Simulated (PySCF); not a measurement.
Compound: C₅H₃N.
SMILES: `C#CC(=C)C#N`

Method: EOM-IP-CCSD/aug-cc-pVDZ in PySCF, restricted Hartree–Fock reference, frozen core, non-relativistic, gas phase, PBE0-D3(BJ)/def2-SVP geometry.

Hartree–Fock orbital energies give these Koopmans values (eV): HOMO 10.09, HOMO-1 11.52, HOMO-2 12.44, HOMO-3 13.12, HOMO-4 14.88, HOMO-5 15.40, HOMO-6 16.59, HOMO-7 18.47.

What vertical ionisation energies does EOM-IP-CCSD give?

```tsv
leading hole (HF orbital)	Koopmans (eV)	EOM-IP-CCSD (eV)	change (eV)	one-hole share
HOMO	10.09	10.23	+0.14	0.96
HOMO-1	11.52	11.37	-0.15	0.96
HOMO-2	12.44	12.16	-0.28	0.94
HOMO-3	13.12	12.81	-0.31	0.95
HOMO-5	15.40	13.08	-2.32	0.92
HOMO-4	14.88	14.17	-0.71	0.93
HOMO-6	16.59	14.92	-1.67	0.94
HOMO-7	18.47	16.60	-1.87	0.94
```

Does the order of the lines follow the orbital energies?

No: the HOMO-5 hole (13.08 eV) falls below the HOMO-4 hole (14.17 eV). The corrections run from -2.32 to +0.14 eV, with a mean of -0.90 eV over the 8 lines; EOM-IP-CCSD lies above the Koopmans value for HOMO.

At what kinetic energies would He I light (21.22 eV) eject these electrons?

10.99 eV (HOMO), 9.85 eV (HOMO-1), 9.06 eV (HOMO-2), 8.41 eV (HOMO-3), 8.14 eV (HOMO-5), 7.05 eV (HOMO-4), 6.30 eV (HOMO-6), 4.62 eV (HOMO-7).

What total energy has the lowest final state, and which wavelength reaches it?

E(CCSD) + ionisation energy = -246.29881 + 0.37597 = -245.92284 Eh, at the geometry of the initial state. The threshold wavelength is 1239.84 eV nm/10.23 eV = 121.2 nm.

One root was sought for each valence orbital with −ε under 21 eV, eight at most, so deeper holes and satellites are missing; no vibrational structure.
